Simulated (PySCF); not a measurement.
## Computed data sheet: `CC#CC[NH2+]C`

Compound: C5H10N (charge +1).
Numbering: `[CH3:1][C:2]#[C:3][CH2:4][NH2+:5][CH3:6]` (hydrogens: H7, H8, H9 on C1; H10, H11 on C4; H12, H13 on N5; H14, H15, H16 on C6)

Cartesian coordinates in Å at the GFN2-xTB level; atoms count from 1:
```xyz
16
C5H10N angstrom
C      3.3968   -0.3977   -0.6162
C      2.0187   -0.0126   -0.5051
C      0.8663    0.3131   -0.4168
C     -0.5187    0.7230   -0.3163
N     -1.3165   -0.3242    0.4054
C     -2.7439    0.0165    0.5489
H      3.5325   -1.0683   -1.4629
H      3.7210   -0.8987    0.2946
H      4.0085    0.4904   -0.7665
H     -0.9493    0.8608   -1.3123
H     -0.5986    1.6626    0.2380
H     -0.8925   -0.4642    1.3316
H     -1.2153   -1.2099   -0.1073
H     -3.2744   -0.7725    1.0781
H     -2.8484    0.9455    1.1065
H     -3.1938    0.1454   -0.4338
```

Structural features include: alkyne.

**GFN2-xTB geometry**

| Property | Result |
| --- | --- |
| Rotational constants A, B, C of the GFN2-xTB geometry | 17.879, 1.236, 1.189 GHz |

From PBE0/def2-SVPD ground state and vertical TDDFT (core frozen in the response) (PySCF):

| Quantity | Value |
| --- | --- |
| HOMO energy | -11.70 eV |
| LUMO energy | -4.57 eV |
| HOMO–LUMO gap | 7.13 eV |
| Lowest singlet excitation | 5.77 eV (215 nm, f = 0.001) |
| Strongest line among the 8 lowest singlet transitions | S2 at 6.29 eV (197 nm, f = 0.061) |
| Lowest triplet excitation (Tamm–Dancoff) | 5.22 eV |
| Static isotropic polarisability | 65.9 au |
| Electronic spatial extent ⟨r²⟩ about the centre of nuclear charge | 987 bohr² |

Monoisotopic mass of the ion (most abundant isotopes, electron mass counted): 84.0808 u.

The largest Löwdin shares of the HOMO are 0.38 on C3, 0.35 on C2, 0.09 on C1 and 0.07 on C4. With B = h/(8π²I), that is 505.379 GHz u Å² over I, the principal moments of inertia are 28.3, 408.9 and 424.9 u Å² (most abundant isotopes); the inertial defect Ic − Ia − Ib is -12.3 u Å² (zero for a rigid planar frame, negative otherwise). No computed singlet falls in the visible range (750 to 380 nm, 1.65 to 3.26 eV); S1 lies 2.51 eV above its blue end. S1 lies 1.36 eV below the HOMO–LUMO gap; its leading configuration is HOMO→LUMO, weight 0.84. The rotational constants make it an asymmetric top with κ = (2B − A − C)/(A − C) = -0.99, nearer the prolate limit (−1). The polarisability is 9.76 Å³ as a volume (1 au = 0.148185 Å³), or 1.43 au for each of the 46 electrons.

One conformer (not necessarily the lowest) at the GFN2-xTB geometry, without solvent, vibrations or thermal averaging.
